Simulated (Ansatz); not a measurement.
## [CH₃···H···H], doublet: the ladder up to UCCSDT(Q)

Geometry: a point of a hydrogen-transfer path between rigid fragments, not a stationary point.

```csv
atom,x (Å),y (Å),z (Å)
C,-0.1415,0.0000,0.0000
H,-0.5047,1.0273,0.0000
H,-0.5047,-0.5137,0.8897
H,-0.5047,-0.5137,-0.8897
H,1.2275,0.0000,0.0000
H,1.9725,0.0000,0.0000
```

Basis cc-pVDZ; Ansatz 0.2.0. Only valence electrons are correlated (noble-gas cores frozen), which leaves 9 electrons in 38 orbitals. Prefix R: restricted or restricted open-shell reference; prefix U: unrestricted. Active spaces: valence = (9e, 9o) chosen from the atoms' valence shells; pair = (3e, 3o) about the gap.

Full CI isn't at hand for all of this; UCCSDT(Q) serves as the reference, and is uncertain by about the last step of the cluster series. The frozen core follows each run's orbitals, which can shift R against U totals by a few meV.

For open shells CISD is restricted-active-space CI with the open shells as a complete middle space.

```
UHF ⟨S²⟩                          : 0.774
T1 diagnostic (RCCSD)             : 0.0208
largest doubles amplitude (RCCSD) : 0.044
T1 diagnostic (UCCSD)             : 0.0118
```

| level | E − E(RHF) (eV) |
| --- | --- |
| UHF | -0.2197 |
| RMP2 | -4.7695 |
| UMP2 | -4.7471 |
| RCCSD | -5.5475 |
| UCCSD | -5.5510 |
| RCCSD(T) | -5.6596 |
| UCCSD(T) | -5.6590 |

(1) Estimate how far UCCSDT(Q) in cc-pVDZ lies from RCCSD(T). The table doesn't fix it; the size of (T) and the diagnostics are the guide.

(1) UCCSDT(Q) in cc-pVDZ lies 1.8 kJ/mol below RCCSD(T), which is 17 % of the (T) step (-10.8 kJ/mol). The diagnostics are small and one determinant leads, so the series closes fast and only a small part of (T) is left.

The other levels:

```json
{"level": "CISD", "E − E(UCCSDT(Q)) (kJ/mol)": "40.9", "share of correlation (%)": "92.54", "wall time": "1.2 s"}
{"level": "BCCD(T)", "E − E(UCCSDT(Q)) (kJ/mol)": "1.8", "share of correlation (%)": "99.67", "wall time": "0.99 s"}
{"level": "RCCSDT", "E − E(UCCSDT(Q)) (kJ/mol)": "0.4", "share of correlation (%)": "99.92", "wall time": "–"}
{"level": "UCCSDT", "E − E(UCCSDT(Q)) (kJ/mol)": "0.4", "share of correlation (%)": "99.93", "wall time": "–"}
{"level": "RCCSDT(Q)", "E − E(UCCSDT(Q)) (kJ/mol)": "0.0", "share of correlation (%)": "99.99", "wall time": "15 s"}
{"level": "CASSCF (pair space)", "E − E(UCCSDT(Q)) (kJ/mol)": "491.2", "share of correlation (%)": "10.34", "wall time": "–"}
{"level": "NEVPT2 (pair space)", "E − E(UCCSDT(Q)) (kJ/mol)": "84.5", "share of correlation (%)": "84.57", "wall time": "0.3 s"}
{"level": "CASSCF (valence space)", "E − E(UCCSDT(Q)) (kJ/mol)": "321.2", "share of correlation (%)": "41.37", "wall time": "–"}
{"level": "NEVPT2 (valence space)", "E − E(UCCSDT(Q)) (kJ/mol)": "79.5", "share of correlation (%)": "85.49", "wall time": "2.7 s"}
{"level": "MRCISD (valence space)", "E − E(UCCSDT(Q)) (kJ/mol)": "14.0", "share of correlation (%)": "97.44", "wall time": "–"}
{"level": "MRCISD+Q (valence space)", "E − E(UCCSDT(Q)) (kJ/mol)": "0.4", "share of correlation (%)": "99.94", "wall time": "6 s"}
{"level": "MRCISD+Q(relaxed) (valence space)", "E − E(UCCSDT(Q)) (kJ/mol)": "-1.4", "share of correlation (%)": "100.26", "wall time": "6 s"}
```

The correlation energy at UCCSDT(Q), counted from RHF, is -5.678 eV. That run took 13 s on 1 thread of Intel Xeon 6975P-C, shared host.

Times hold each run's SCF and search for its determinant on a shared host, so for small cases they say little of a method's own cost; they ran on 1 thread of Intel Xeon 6975P-C.

Natural occupations of CASSCF (valence space) about the gap: 1.983 1.978 1.977 1.977 0.999 0.023 0.021 0.021 0.020; effectively unpaired electrons, Σ n²(2−n)², 1.01.
